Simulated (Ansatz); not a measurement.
# AlBH5S (charge +1): rotation by 180° about the B1–Al2 bond

How high is the barrier for the rotation by 180° about the B1–Al2 bond? Relax the two ends, then run a nudged elastic band between them. SMILES of the start: [BH2][AlH][SH2+].

Method: RKS revPBE/def2-SVP, in Ansatz 0.2.0.

### 1 The structure to begin with

Bond lengths: B1–Al2 2.048 Å, Al2–S3 2.496 Å, B1–H4 1.178 Å, B1–H5 1.175 Å, Al2–H6 1.543 Å, S3–H7 1.344 Å, S3–H8 1.344 Å. Angles: B1–Al2–S3 117.3°, B1–Al2–H6 153.2°, S3–Al2–H6 89.5°, Al2–B1–H4 119.8°, Al2–B1–H5 122.5°, H4–B1–H5 117.7°, Al2–S3–H7 95.4°, Al2–S3–H8 95.3°, H7–S3–H8 92.3°.

Structure file:

```xyz
8

B    -1.2288    1.0993   -1.2365
Al   -0.0441    0.5786    0.3513
S     0.9378   -1.7163    0.3428
H    -1.3903    0.3385   -2.1211
H    -1.7689    2.1402   -1.3067
H     0.6513    0.8563    1.7005
H     2.1869   -1.3197    0.6388
H     0.6561   -1.9769    1.6309
```

### 2 Relaxing end A

The input, input.yaml:

```yaml
crystal:
  periodic: [false, false, false]
  atoms:
    - { symbol: B, position_ang: [-1.22875, 1.09927, -1.23648] }
    - { symbol: Al, position_ang: [-0.0441, 0.57861, 0.35133] }
    - { symbol: S, position_ang: [0.93778, -1.71631, 0.34281] }
    - { symbol: H, position_ang: [-1.39033, 0.33853, -2.12112] }
    - { symbol: H, position_ang: [-1.7689, 2.1402, -1.30673] }
    - { symbol: H, position_ang: [0.65132, 0.85631, 1.70049] }
    - { symbol: H, position_ang: [2.18693, -1.31972, 0.63879] }
    - { symbol: H, position_ang: [0.65606, -1.9769, 1.63092] }
total_charge: 1
basis:
  gaussian: { orbitals: def2-SVP }
hamiltonian:
  xc: revpbe
relax:
  f_tol: 0.015
  max_steps: 40
```

On the command line:

```
> ansatz run input.yaml --threads 1 --pin off --max-ram 2048MiB --backend cpu --events-out ev --progress --plain --runs-dir out
```

Log, cut to the lines that bear on the results:

```text
Warning: RAYON_NUM_THREADS=1 ignored (pool sized by the plan → 1); use --threads N
[...]
Functional definition: revPBE
[...]
842 factors; their error is unknown
[...]
mean field -18171.74534652 eV, -667.7993242332 hartree, gradient 4.2e-5 eV, S^2 0.000000; 0 other end points of the search recorded, 0 dependent functions left out
[...]
reference -18171.74539373 eV, -667.7993259681 hartree; 19, 19 occupied and 56, 56 virtual orbitals, 842 factors
relax step   1: F+E_penalty+E_count = -18171.74534652 eV  Δ(F+E_penalty+E_count) = +0.000e0 eV  max|allowed force component| = 1.012e0 eV/Å  Δτ_max = 0.0000 Å  (23 SCF iters, accepted)
[...]
relax step   6: F+E_penalty+E_count = -18171.97590342 eV  Δ(F+E_penalty+E_count) = -8.412e-3 eV  max|allowed force component| = 7.735e-2 eV/Å  Δτ_max = 0.2000 Å  (25 SCF iters, accepted)
[...]
relax step  11: F+E_penalty+E_count = -18172.00739141 eV  Δ(F+E_penalty+E_count) = -1.009e-2 eV  max|allowed force component| = 2.771e-1 eV/Å  Δτ_max = 0.1493 Å  (25 SCF iters, accepted)
[...]
relax step  16: F+E_penalty+E_count = -18172.05876295 eV  Δ(F+E_penalty+E_count) = -7.256e-3 eV  max|allowed force component| = 6.894e-2 eV/Å  Δτ_max = 0.0700 Å  (26 SCF iters, accepted)
[...]
relax step  21: F+E_penalty+E_count = -18172.06590935 eV  Δ(F+E_penalty+E_count) = -1.593e-3 eV  max|allowed force component| = 2.253e-1 eV/Å  Δτ_max = 0.0490 Å  (26 SCF iters, accepted)
relax step  22: F+E_penalty+E_count = -18172.06564087 eV  Δ(F+E_penalty+E_count) = +2.685e-4 eV  max|allowed force component| = 5.406e-1 eV/Å  Δτ_max = 0.1471 Å  (25 SCF iters, rejected (line search))
relax step  23: F+E_penalty+E_count = -18172.06948601 eV  Δ(F+E_penalty+E_count) = -3.577e-3 eV  max|allowed force component| = 6.022e-2 eV/Å  Δτ_max = 0.0735 Å  (26 SCF iters, accepted)
```

### 3 More of the same log: end point A relaxed

The log, continued, cut to the lines that bear on the results:

```text
relax step  24: F+E_penalty+E_count = -18172.07238173 eV  Δ(F+E_penalty+E_count) = -2.896e-3 eV  max|allowed force component| = 1.235e-1 eV/Å  Δτ_max = 0.0816 Å  (25 SCF iters, accepted)
[...]
relax step  26: F+E_penalty+E_count = -18172.08791215 eV  Δ(F+E_penalty+E_count) = -1.361e-2 eV  max|allowed force component| = 1.972e-2 eV/Å  Δτ_max = 0.1886 Å  (25 SCF iters, accepted)
[...]
relax step  28: F+E_penalty+E_count = -18172.07882985 eV  Δ(F+E_penalty+E_count) = +1.687e-2 eV  max|allowed force component| = 7.953e-1 eV/Å  Δτ_max = 0.1952 Å  (25 SCF iters, rejected (line search))
[...]
relax step  30: F+E_penalty+E_count = -18172.09919511 eV  Δ(F+E_penalty+E_count) = -2.225e-4 eV  max|allowed force component| = 2.058e-1 eV/Å  Δτ_max = 0.0975 Å  (25 SCF iters, accepted)
[...]
reference -18172.10174171 eV, -667.8124215148 hartree; 19, 19 occupied and 56, 56 virtual orbitals, 842 factors
Total energy: -18172.10174171 eV, -667.8124215148 hartree
Atom 0 at    -0.988548     1.031149    -1.280583 Å, force    -0.003697    -0.003982     0.006999 eV/Å
Atom 1 at    -0.031139     0.752059     0.609711 Å, force     0.002096     0.005815     0.001399 eV/Å
Atom 2 at     0.450377    -1.687487     1.010793 Å, force     0.010383    -0.003765    -0.006428 eV/Å
Atom 3 at    -0.329918     1.259685    -2.273877 Å, force     0.004890     0.002974    -0.006085 eV/Å
Atom 4 at    -2.197136     0.955191    -1.362206 Å, force    -0.003930     0.000092    -0.002692 eV/Å
Atom 5 at     0.499399     1.374974     1.967630 Å, force     0.000635    -0.001078     0.001543 eV/Å
Atom 6 at     0.890693    -2.103344    -0.216484 Å, force    -0.002744    -0.001385     0.008616 eV/Å
Atom 7 at     1.706282    -1.582237     1.545026 Å, force    -0.007634     0.001330    -0.003352 eV/Å
Dipole moment:     0.290084    -0.014359    -0.101965 e Å
```

Wall time 68 s (1 thread of Arm Neoverse V1, shared host); peak memory 0.14 GiB.

Step by step, one in 2:

```csv
step,energy from step 1 (eV),largest force component (eV/Å)
1,0.0000,1.0124
3,-0.2129,0.3605
5,-0.2221,0.0540
7,-0.2347,0.1756
9,-0.2434,0.1173
11,-0.2620,0.2771
13,-0.3038,0.1122
15x,-0.3058,0.3739
17x,-0.3129,0.1871
19,-0.3177,0.0725
21,-0.3206,0.2253
23,-0.3241,0.0602
25,-0.3290,0.4152
27,-0.3504,0.0315
29,-0.3536,0.0164
31x,-0.3534,0.1477
33,-0.3562,0.0104
34,-0.3563,0.0104
```

Step 1 is the start. 6 steps were tried and not accepted (marked x).

After: Bond lengths: B1–Al2 2.137 Å, Al2–S3 2.519 Å, B1–H4 1.214 Å, B1–H5 1.214 Å, Al2–H6 1.585 Å, S3–H7 1.369 Å, S3–H8 1.369 Å. Angles: B1–Al2–S3 110.7°, B1–Al2–H6 148.9°, S3–Al2–H6 100.4°, Al2–B1–H4 120.4°, Al2–B1–H5 119.8°, H4–B1–H5 119.8°, Al2–S3–H7 102.3°, Al2–S3–H8 99.4°, H7–S3–H8 94.5°.

### 4 Relaxing end B

The second end starts from a geometry with the move made by hand.

The input, input.yaml:

```yaml
crystal:
  periodic: [false, false, false]
  atoms:
    - { symbol: B, position_ang: [-1.22875, 1.09927, -1.23648] }
    - { symbol: Al, position_ang: [-0.0441, 0.57861, 0.35133] }
    - { symbol: S, position_ang: [0.29799, 2.29164, 2.1344] }
    - { symbol: H, position_ang: [-1.39033, 0.33853, -2.12112] }
    - { symbol: H, position_ang: [-1.7689, 2.1402, -1.30673] }
    - { symbol: H, position_ang: [0.85378, -0.39935, 1.1377] }
    - { symbol: H, position_ang: [0.03328, 1.46238, 3.15788] }
    - { symbol: H, position_ang: [1.62285, 2.09376, 2.24442] }
total_charge: 1
basis:
  gaussian: { orbitals: def2-SVP }
hamiltonian:
  xc: revpbe
relax:
  f_tol: 0.015
  max_steps: 40
```

On the command line:

```
> ansatz run input.yaml --threads 1 --pin off --max-ram 2048MiB --backend cpu --events-out ev --progress --plain --runs-dir out
```

Log, cut to the lines that bear on the results:

```text
Warning: RAYON_NUM_THREADS=1 ignored (pool sized by the plan → 1); use --threads N
[...]
[... 1 set-up line as earlier in the session ...]
[...]
842 factors; their error is unknown
[...]
mean field -18171.74781336 eV, -667.7994148880 hartree, gradient 4.1e-5 eV, S^2 0.000000; 0 other end points of the search recorded, 0 dependent functions left out
[...]
reference -18171.74786052 eV, -667.7994166212 hartree; 19, 19 occupied and 56, 56 virtual orbitals, 842 factors
relax step   1: F+E_penalty+E_count = -18171.74781336 eV  Δ(F+E_penalty+E_count) = +0.000e0 eV  max|allowed force component| = 1.062e0 eV/Å  Δτ_max = 0.0000 Å  (23 SCF iters, accepted)
[...]
relax step   9: F+E_penalty+E_count = -18171.97155830 eV  Δ(F+E_penalty+E_count) = -1.558e-3 eV  max|allowed force component| = 1.806e-1 eV/Å  Δτ_max = 0.0894 Å  (25 SCF iters, accepted)
[...]
reference -18172.10173330 eV, -667.8124212059 hartree; 19, 19 occupied and 56, 56 virtual orbitals, 842 factors
Total energy: -18172.10173330 eV, -667.8124212059 hartree
Atom 0 at    -1.322564     1.091379    -1.009815 Å, force    -0.007016    -0.012585     0.004705 eV/Å
Atom 1 at     0.132736     0.313061     0.348683 Å, force    -0.001042     0.009708    -0.009728 eV/Å
Atom 2 at     1.043505     2.145323     1.817524 Å, force     0.005228     0.002031     0.001907 eV/Å
Atom 3 at    -0.972871     1.539683    -2.082064 Å, force     0.003491     0.005075    -0.001351 eV/Å
Atom 4 at    -2.499437     1.088545    -0.711998 Å, force     0.000485     0.002760    -0.000709 eV/Å
Atom 5 at     0.995763    -0.914327     0.859340 Å, force     0.001415    -0.006110     0.004282 eV/Å
Atom 6 at    -0.078681     2.863632     2.128208 Å, force    -0.002661     0.000706    -0.001446 eV/Å
Atom 7 at     1.077369     1.477744     3.011522 Å, force     0.000099    -0.001585     0.002340 eV/Å
Dipole moment:    -0.184741    -0.033155     0.245896 e Å
```

It took 71 s on 1 thread of Arm Neoverse V1, shared host; peak memory 0.13 GiB.

Relaxation path, one in 2:

```csv
step,energy from step 1 (eV),largest force component (eV/Å)
1,0.0000,1.0618
3,-0.2093,0.2468
5,-0.2199,0.0392
7,-0.2210,0.0188
9,-0.2237,0.1806
11,-0.2313,0.4719
13,-0.2818,0.1533
15,-0.2928,0.0675
17,-0.3079,0.0785
19,-0.3113,0.0683
21,-0.3133,0.1936
23,-0.3217,0.1326
25,-0.3270,0.0530
27,-0.3313,0.4420
29,-0.3504,0.0640
31,-0.3526,0.0270
33,-0.3529,0.0330
35,-0.3539,0.0126
```

Step 1 is the start. 6 steps were tried and not accepted (marked x).

After: Bond lengths: B1–Al2 2.138 Å, Al2–S3 2.519 Å, B1–H4 1.214 Å, B1–H5 1.214 Å, Al2–H6 1.585 Å, S3–H7 1.368 Å, S3–H8 1.368 Å. Angles: B1–Al2–S3 110.6°, B1–Al2–H6 149.0°, S3–Al2–H6 100.3°, Al2–B1–H4 120.0°, Al2–B1–H5 120.2°, H4–B1–H5 119.8°, Al2–S3–H7 102.6°, Al2–S3–H8 99.4°, H7–S3–H8 94.5°.

### 5 The band

crystal.atoms is end A as relaxed above, and neb.final_atoms is end B, turned to lie on A. With 9 inner images the band has 11 in all.

The input, input.yaml:

```yaml
crystal:
  periodic: [false, false, false]
  atoms:
    - { symbol: B, position_ang: [-0.988548, 1.031149, -1.280583] }
    - { symbol: Al, position_ang: [-0.031139, 0.752059, 0.609711] }
    - { symbol: S, position_ang: [0.450377, -1.687487, 1.010793] }
    - { symbol: H, position_ang: [-0.329918, 1.259685, -2.273877] }
    - { symbol: H, position_ang: [-2.197136, 0.955191, -1.362206] }
    - { symbol: H, position_ang: [0.499399, 1.374974, 1.96763] }
    - { symbol: H, position_ang: [0.890693, -2.103344, -0.216484] }
    - { symbol: H, position_ang: [1.706282, -1.582237, 1.545026] }
total_charge: 1
basis:
  gaussian: { orbitals: def2-SVP }
hamiltonian:
  xc: revpbe
neb:
  order_check: false
  images: 9
  f_tol: 0.05
  max_iterations: 60
  initial_path: idpp
  final_atoms:
    - { symbol: B, position_ang: [-0.98990724, 1.03100752, -1.28078169] }
    - { symbol: Al, position_ang: [-0.02900997, 0.75374576, 0.60839701] }
    - { symbol: S, position_ang: [0.45046373, -1.6862319, 1.00938592] }
    - { symbol: H, position_ang: [-2.1985939, 0.9582792, -1.36304179] }
    - { symbol: H, position_ang: [-0.33032372, 1.25953191, -2.27398824] }
    - { symbol: H, position_ang: [0.49974439, 1.37323622, 1.96807266] }
    - { symbol: H, position_ang: [0.89299892, -2.10797187, -0.21457968] }
    - { symbol: H, position_ang: [1.70463779, -1.58160685, 1.54654581] }
```

On the command line:

```
> ansatz run input.yaml --threads 1 --pin off --max-ram 2048MiB --backend cpu --events-out ev --progress --plain --runs-dir out
```

Log, cut to the lines that bear on the results:

```text
Warning: RAYON_NUM_THREADS=1 ignored (pool sized by the plan → 1); use --threads N
[...]
[... 1 set-up line as earlier in the session ...]
[...]
842 factors; their error is unknown
[...]
mean field -18172.10169343 eV, -667.8124197406 hartree, gradient 4.8e-5 eV, S^2 0.000000; 0 other end points of the search recorded, 0 dependent functions left out
[...]
reference -18172.10174108 eV, -667.8124214917 hartree; 19, 19 occupied and 56, 56 virtual orbitals, 842 factors
842 factors; their error is unknown
[...]
mean field -18172.10168503 eV, -667.8124194319 hartree, gradient 4.8e-5 eV, S^2 0.000000; 0 other end points of the search recorded, 0 dependent functions left out
[...]
reference -18172.10173268 eV, -667.8124211830 hartree; 19, 19 occupied and 56, 56 virtual orbitals, 842 factors
NEB end point (image 0): max|allowed force component| = 1.039e-2 eV/Å (the criterion of neb.relax_end_points is 1.000e-2)
[...]
NEB iter   5: max|band force component| = 3.742e-2 eV/Å  barrier→ = 0.0706 eV  barrier← = 0.0706 eV  CI = image 5  Δτ_max = 0.0000 Å  (453 SCF iters)
Total energy: -18172.03109438 eV, -667.8098252735 hartree
Atom 0 at    -0.618455     1.047136    -1.544634 Å, force     0.030949    -0.001777     0.035267 eV/Å
Atom 1 at     0.345978     0.766585     0.373848 Å, force    -0.001943     0.019776    -0.008590 eV/Å
Atom 2 at    -0.177592    -1.438942     1.459290 Å, force    -0.000802    -0.011777     0.001657 eV/Å
Atom 3 at    -0.445255     2.111056    -2.099246 Å, force    -0.013378     0.001674    -0.020428 eV/Å
Atom 4 at    -1.299014     0.182824    -2.052112 Å, force    -0.013131    -0.007306    -0.007958 eV/Å
Atom 5 at     1.253376     1.403338     1.506758 Å, force     0.001961     0.003624     0.001462 eV/Å
Atom 6 at    -0.119774    -2.314947     0.410391 Å, force    -0.000577     0.006714    -0.006239 eV/Å
Atom 7 at     1.060746    -1.757061     1.945716 Å, force    -0.003078    -0.010927     0.004829 eV/Å
Dipole moment:     0.235005    -0.160710    -0.116999 e Å
this run last wrote the band of iteration 5 to <dir>
```

Wall time 95 s (1 thread of Arm Neoverse V1, shared host); peak memory 0.13 GiB.

### 6 Images and barrier

Images 0 and 10 are the ends. Energies count from image 0; the path length is the program's own measure over all atoms.

| image | path (Å) | energy (eV) | dihedral H5–B1–Al2–S3 (°) | band force (eV/Å) |
| --- | --- | --- | --- | --- |
| 0 | 0.000 | 0.0000 | 88 | - |
| 1 | 0.433 | 0.0055 | 70 | 0.021 |
| 2 | 0.867 | 0.0220 | 53 | 0.032 |
| 3 | 1.300 | 0.0440 | 35 | 0.029 |
| 4 | 1.734 | 0.0628 | 16 | 0.037 |
| 5* | 2.167 | 0.0706 | -3 | 0.035 |
| 6 | 2.597 | 0.0644 | -21 | 0.033 |
| 7 | 3.026 | 0.0463 | -40 | 0.022 |
| 8 | 3.455 | 0.0241 | -58 | 0.022 |
| 9 | 3.884 | 0.0067 | -75 | 0.020 |
| 10 | 4.314 | 0.0000 | -92 | - |

The star marks the climbing image.

image, energy (eV) and a bar:
```
        0      0.000 
        1      0.005 ##
        2      0.022 #########
        3      0.044 ###################
        4      0.063 ###########################
        5      0.071 ##############################
        6      0.064 ###########################
        7      0.046 ####################
        8      0.024 ##########
        9      0.007 ###
       10      0.000
```

How the highest energy settled:

```
iteration  highest image above image 0 (eV)  largest band force (eV/Å)
        1                            0.1583                      0.569
        2                            0.1276                      0.335
        3                            0.0757                      0.112
        4                            0.0725                      0.052
        5                            0.0706                      0.037
```

The band as a trajectory file:

```xyz
8
image=0 dE=0.0000
B    -0.989    1.031   -1.281
Al   -0.031    0.752    0.610
S     0.450   -1.687    1.011
H    -0.330    1.260   -2.274
H    -2.197    0.955   -1.362
H     0.499    1.375    1.968
H     0.891   -2.103   -0.216
H     1.706   -1.582    1.545
8
image=1 dE=0.0055
B    -0.909    1.058   -1.328
Al    0.041    0.780    0.571
S     0.320   -1.666    1.109
H    -0.269    1.493   -2.263
H    -2.081    0.780   -1.470
H     0.637    1.418    1.894
H     0.658   -2.215   -0.098
H     1.603   -1.649    1.585
8
image=2 dE=0.0220
B    -0.835    1.070   -1.386
Al    0.115    0.788    0.519
S     0.195   -1.630    1.211
H    -0.255    1.708   -2.239
H    -1.936    0.614   -1.607
H     0.784    1.443    1.798
H     0.448   -2.291    0.040
H     1.484   -1.702    1.664
8
image=3 dE=0.0440
B    -0.761    1.071   -1.446
Al    0.191    0.787    0.466
S     0.069   -1.580    1.305
H    -0.279    1.886   -2.203
H    -1.756    0.453   -1.759
H     0.936    1.453    1.697
H     0.251   -2.330    0.177
H     1.349   -1.740    1.762
8
image=4 dE=0.0628
B    -0.688    1.063   -1.500
Al    0.269    0.780    0.418
S    -0.056   -1.516    1.388
H    -0.346    2.023   -2.155
H    -1.541    0.305   -1.908
H     1.093    1.442    1.599
H     0.063   -2.337    0.300
H     1.206   -1.758    1.858
8
image=5 dE=0.0706
B    -0.618    1.047   -1.545
Al    0.346    0.767    0.374
S    -0.178   -1.439    1.459
H    -0.445    2.111   -2.099
H    -1.299    0.183   -2.052
H     1.253    1.403    1.507
H    -0.120   -2.315    0.410
H     1.061   -1.757    1.946
8
image=6 dE=0.0644
B    -0.546    1.022   -1.585
Al    0.420    0.743    0.329
S    -0.294   -1.349    1.526
H    -0.560    2.148   -2.036
H    -1.043    0.103   -2.199
H     1.407    1.344    1.415
H    -0.298   -2.272    0.516
H     0.914   -1.741    2.033
8
image=7 dE=0.0463
B    -0.467    0.990   -1.622
Al    0.497    0.716    0.287
S    -0.407   -1.241    1.583
H    -0.684    2.128   -1.980
H    -0.770    0.056   -2.333
H     1.552    1.268    1.334
H    -0.484   -2.206    0.616
H     0.763   -1.710    2.114
8
image=8 dE=0.0241
B    -0.385    0.948   -1.655
Al    0.577    0.687    0.248
S    -0.511   -1.115    1.631
H    -0.811    2.048   -1.938
H    -0.493    0.033   -2.444
H     1.690    1.179    1.265
H    -0.678   -2.112    0.708
H     0.611   -1.669    2.185
8
image=9 dE=0.0067
B    -0.311    0.896   -1.683
Al    0.657    0.655    0.213
S    -0.592   -0.974    1.674
H    -0.939    1.910   -1.905
H    -0.231    0.034   -2.533
H     1.821    1.084    1.200
H    -0.877   -1.984    0.796
H     0.473   -1.620    2.239
8
image=10 dE=0.0000
B    -0.992    1.031   -1.279
Al   -0.028    0.754    0.609
S     0.452   -1.686    1.009
H    -2.201    0.958   -1.360
H    -0.334    1.260   -2.273
H     0.503    1.373    1.967
H     0.893   -2.108   -0.216
H     1.707   -1.582    1.544
```

### 7 Frequencies at the highest image

The geometry is the highest inner image of the first converged band.

The input, input.yaml:

```yaml
crystal:
  periodic: [false, false, false]
  atoms:
    - { symbol: B, position_ang: [-0.618455, 1.047136, -1.544634] }
    - { symbol: Al, position_ang: [0.345978, 0.766585, 0.373848] }
    - { symbol: S, position_ang: [-0.177592, -1.438942, 1.45929] }
    - { symbol: H, position_ang: [-0.445255, 2.111056, -2.099246] }
    - { symbol: H, position_ang: [-1.299014, 0.182824, -2.052112] }
    - { symbol: H, position_ang: [1.253376, 1.403338, 1.506758] }
    - { symbol: H, position_ang: [-0.119774, -2.314947, 0.410391] }
    - { symbol: H, position_ang: [1.060746, -1.757061, 1.945716] }
total_charge: 1
basis:
  gaussian: { orbitals: def2-SVP }
hamiltonian:
  xc: revpbe
phonons: {}
```

On the command line:

```
> ansatz run input.yaml --threads 1 --pin off --max-ram 2048MiB --backend cpu --events-out ev --progress --plain --runs-dir out
```

Log, cut to the lines that bear on the results:

```text
Warning: RAYON_NUM_THREADS=1 ignored (pool sized by the plan → 1); use --threads N
[...]
[... 1 set-up line as earlier in the session ...]
[...]
842 factors; their error is unknown
[...]
mean field -18172.03104555 eV, -667.8098234789 hartree, gradient 4.4e-5 eV, S^2 0.000000; 0 other end points of the search recorded, 0 dependent functions left out
[...]
reference -18172.03109351 eV, -667.8098252415 hartree; 19, 19 occupied and 56, 56 virtual orbitals, 842 factors
[...]
842 factors; their error is unknown
[...]
mean field -18172.03107744 eV, -667.8098246507 hartree, gradient 8.8e-7 eV, S^2 0.000000; 0 other end points of the search recorded, 0 dependent functions left out
[...]
reference -18172.03112539 eV, -667.8098264132 hartree; 19, 19 occupied and 56, 56 virtual orbitals, 842 factors
[...]
842 factors; their error is unknown
mean field -18172.03092257 eV, -667.8098189594 hartree, gradient 7.1e-7 eV, S^2 0.000000; 0 other end points of the search recorded, 0 dependent functions left out
[...]
WARN: phonons: modes at or below zero, which the zero-point energy, F, S and C_V leave out: 1, the lowest at -140.09 cm⁻¹. A minimum has none, and a first-order saddle one
[...]
Total energy: -18172.03109351 eV, -667.8098252415 hartree
Atom 0 at    -0.618455     1.047136    -1.544634 Å, force     0.030961    -0.001760     0.035240 eV/Å
Atom 1 at     0.345978     0.766585     0.373848 Å, force    -0.001939     0.019773    -0.008556 eV/Å
Atom 2 at    -0.177592    -1.438942     1.459290 Å, force    -0.000764    -0.011772     0.001684 eV/Å
Atom 3 at    -0.445255     2.111056    -2.099246 Å, force    -0.013379     0.001678    -0.020431 eV/Å
Atom 4 at    -1.299014     0.182824    -2.052112 Å, force    -0.013146    -0.007334    -0.007967 eV/Å
Atom 5 at     1.253376     1.403338     1.506758 Å, force     0.001944     0.003615     0.001457 eV/Å
Atom 6 at    -0.119774    -2.314947     0.410391 Å, force    -0.000601     0.006747    -0.006262 eV/Å
Atom 7 at     1.060746    -1.757061     1.945716 Å, force    -0.003077    -0.010946     0.004834 eV/Å
Dipole moment:     0.235005    -0.160712    -0.117000 e Å
Vibrations: -140.09 104.25 123.04 260.47 349.14 438.79 471.55 526.00 604.61 652.61 808.38 1073.35 1132.44 1948.87 2549.18 2580.63 2606.70 2672.91 cm⁻¹, zero-point energy 1.171831 eV
```

It took 54 s on 1 thread of Arm Neoverse V1, shared host; peak memory 0.11 GiB.

Of 18 modes, 1 is imaginary by more than 30 cm⁻¹ (140i cm⁻¹).

### 8 Outcome

```
                    quantity                     value
                       end A  27 moves, 0.356 eV lower
                       end B  28 moves, 0.354 eV lower
            barrier forwards                  0.071 eV
           barrier backwards                  0.071 eV
second end relative to first                  0.000 eV
               highest image    5 of 0 to 10, climbing
             band iterations                         5
  imaginary modes at the top                 140i cm⁻¹
```

In words: The top lies 0.071 eV above the first end, or 2.7 kT at room temperature. The two ends lie within 1 meV of each other. The listed dihedral goes from 88° at end A through -3° at the highest image to -92° at end B. One imaginary mode, as a first-order saddle point has. Zero-point energy and entropy are left out.
